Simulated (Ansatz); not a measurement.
# C2H4B: the cost of one run

Method: single points in def2-TZVPP; program: Ansatz 0.2.0, Gaussian basis.

Cores are frozen in the correlated methods.

### 1 Where the work starts

7 atoms, charge 1, spin multiplicity 1.

Atoms are counted from 1 here; the program's logs count them from 0.

Bond lengths: C1–B2 1.461 Å, C1–H4 1.096 Å, B2–C3 1.439 Å, C3–H5 1.109 Å, C3–H6 1.078 Å, C3–H7 1.098 Å. Angles: B2–C1–H4 176.7°, C1–B2–C3 177.9°, B2–C3–H5 101.4°, B2–C3–H6 113.4°, B2–C3–H7 114.1°, H5–C3–H6 102.9°, H5–C3–H7 102.6°, H6–C3–H7 119.2°.

Geometry (Å):

```xyz
7
C2H4B
C    -1.4102   -1.2157   -0.3691
B    -0.3017   -0.3081   -0.0804
C     0.7556    0.6197    0.2232
H    -2.2095   -1.9165   -0.6364
H     0.4275    1.5183   -0.3372
H     0.7477    0.9588    1.2469
H     1.7154    0.3776   -0.2531
```

### 2 PBE-D4/def2-TZVPP

Contents of run/in.yaml:

```yaml
crystal:
  periodic: [false, false, false]
  atoms:
    - {symbol: C, position_ang: [-1.410249, -1.215669, -0.369098]}
    - {symbol: B, position_ang: [-0.301710, -0.308083, -0.080448]}
    - {symbol: C, position_ang: [0.755634, 0.619734, 0.223212]}
    - {symbol: H, position_ang: [-2.209469, -1.916541, -0.636406]}
    - {symbol: H, position_ang: [0.427467, 1.518288, -0.337197]}
    - {symbol: H, position_ang: [0.747735, 0.958838, 1.246917]}
    - {symbol: H, position_ang: [1.715364, 0.377588, -0.253074]}
basis:
  gaussian: {orbitals: def2-TZVPP}
total_charge: 1
hamiltonian: {xc: pbe, dispersion: d4}
output: {forces: true}
```

The run is started by

```sh
$ ansatz run in.yaml --threads 2 --pin off --events-out ev --progress --plain --max-ram 3481MiB
```

Q: Estimate wall time and peak memory on 2 threads of Arm Neoverse V2, shared host.

About 2.6 s, with a peak of 0.2 GiB.
